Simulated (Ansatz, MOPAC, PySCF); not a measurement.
Molecule: CH$_{2}$Cl, net charge -1, singlet state. SMILES: [CH2-]Cl
Geometry: optimised at B3LYP-D3(BJ)/def2-TZVP (Ansatz, a program for electronic structure).

Unscaled harmonic wavenumbers (cm⁻¹) in rising order, each level at the stationary point that it reaches from this structure (no distance between atoms moves by over 0.3 Å); the order of modes can differ between levels, and a negative number is imaginary. B3LYP-D3(BJ)/def2-TZVP (PySCF, at the structure above): 420, 1037, 1061, 1385, 2847, 2898.

PM3 (MOPAC): 472, 1033, 1047, 1364, 2959, 3034. Zero-point energy 14.2 against 13.8 kcal/mol; where all levels lie over 400 cm⁻¹, the wavenumbers are on average 1.011 times those of B3LYP-D3(BJ)/def2-TZVP.

PM6 (MOPAC): 247, 719, 945, 1296, 2818, 2852. Zero-point energy 12.7 against 13.8 kcal/mol; where all levels lie over 400 cm⁻¹, the wavenumbers are on average 0.899 times those of B3LYP-D3(BJ)/def2-TZVP.

PM7 (MOPAC): 457, 719, 946, 1320, 2803, 2837. Zero-point energy 13.0 against 13.8 kcal/mol; where all levels lie over 400 cm⁻¹, the wavenumbers are on average 0.900 times those of B3LYP-D3(BJ)/def2-TZVP.

HF/6-31G* (Ansatz): 257, 1032, 1150, 1563, 3064, 3111. Zero-point energy 14.5 against 13.8 kcal/mol; where all levels lie over 400 cm⁻¹, the wavenumbers are on average 1.072 times those of B3LYP-D3(BJ)/def2-TZVP.
